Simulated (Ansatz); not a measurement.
Basis-set extrapolation for `F/C=C\CF` (PBE0-D4/def2-TZVP geometry, frozen core, Ansatz). Multiplicity 1, RHF reference.

```tsv
	def2-TZVPP	def2-QZVPP
HF	-314.906798	-314.920754
MP2 correlation	-0.981309	-1.061481
CCSD(T) correlation	-1.043972	-1.119291
```

Energies in hartree. Use E(X) = E(∞) + A·exp(−7.88·√X) for Hartree–Fock and E(X) = E(∞) + B·X^(−2.97) for correlation, with X = 3 and 4.

Q: What is the CCSD(T) energy at the basis-set limit?

A: HF limit: -314.920754 + (-0.013956) × 0.13774 = -314.92268. Correlation limit: -1.119291 + (-0.075319) × 0.74074 = -1.17508. Total: -316.09776 hartree, 92.2 kcal/mol below CCSD(T)/def2-TZVPP.
